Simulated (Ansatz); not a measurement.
# Lattice constant a of some cubic elemental solids other than molecular ones

Method: LC-ωPBE (PAW; Ansatz, a program for electronic structure). References are measured values corrected to a static lattice. The table is a random draw of 8 from 19 solids with such references.

Values in Å.

```
solid                     reference  LC-ωPBE  error (%)
------------------------  ---------  -------  ---------
fcc Ag                        4.062    4.085      +0.57
fcc Rh                        3.794    3.739      -1.45
bcc Cs                       6.039¶    6.462      +7.00
fcc Pb                       4.902¶    4.907      +0.10
bcc Ba                       4.995¶    5.291      +5.93
antiferromagnetic bcc Cr      2.877    3.005      +4.45
bcc Mo                        3.141    3.123      -0.57
diamond-structure Ge          5.644    5.566      -1.38
```

Over these 8 solids the mean error is +1.83 %, the mean absolute error 2.68 % (median 1.42 %), and the worst case bcc Cs at +7.00 %; the value is too high in 5 of 8 cases. Over all 19, from unrounded values, the mean error is +1.37 % and the mean absolute error 2.08 % (median 1.31 %).

All these references are brought to a static lattice.

Spin–orbit coupling is left out, also for the solids with elements from indium on (bcc Cs, fcc Pb, bcc Ba); its size isn't shown.

¶ marks references of a special kind: bcc Cs, 6.039 Å (measured, low-temperature or extrapolated to 0 K; zero-point anharmonic expansion removed; as tabulated in Csonka et al. (2009), arXiv:0903.4037); fcc Pb, 4.902 Å (measured, low-temperature or extrapolated to 0 K; zero-point anharmonic expansion removed, our sources range from 4.902 to 4.912; as tabulated in Csonka et al. (2009), arXiv:0903.4037); bcc Ba, 4.995 Å (measured, low-temperature or extrapolated to 0 K; zero-point anharmonic expansion removed, our sources range from 4.995 to 5.004; as tabulated in Csonka et al. (2009), arXiv:0903.4037).

Exact exchange on metals is sensitive to the k mesh.

Differences are worked out from the printed values.

Caveats: the cell is over a tenth larger than the published one: the level's own overestimate first of all, though another phase or state, or a fault of the published cell, is possible (bcc Cs, bcc Ba, antiferromagnetic bcc Cr); the commensurate order stands in for chromium's spin-density wave, and the size of the moments varies much between levels (antiferromagnetic bcc Cr). Ansatz's density-functional and Hartree–Fock values are scalar-relativistic unless marked +SOC, with PAW data made under PBE.

Ansatz's runs of these crystals have no spin polarisation, but for antiferromagnetic bcc Cr. Meta-GGAs and exact exchange favour moments, which can bear on fcc Rh, antiferromagnetic bcc Cr.

Density-functional runs with spin start from opposed moments for antiferromagnetic bcc Cr.

Not in this set, of the elemental solids other than molecular ones with a reference value in our tables and a result at some level: 19 for a reference at room or unstated temperature; 10 for no value at LC-ωPBE (not run, a failed fit, an unstable or unbound cell, or a value held back for tests); 4 for a high-temperature or high-pressure phase. These can be a level's best or worst cases. At least 1 more with a reference value is held back for tests. Solids without a released value at any level aren't counted. Layered and molecular crystals are counted apart. The metals Ce to Yb are counted apart.

References as tabulated in Mejia-Rodriguez and Trickey (2018), arXiv:1807.09216; Csonka et al. (2009), arXiv:0903.4037; Levämäki et al. (2014), arXiv:1402.3671.
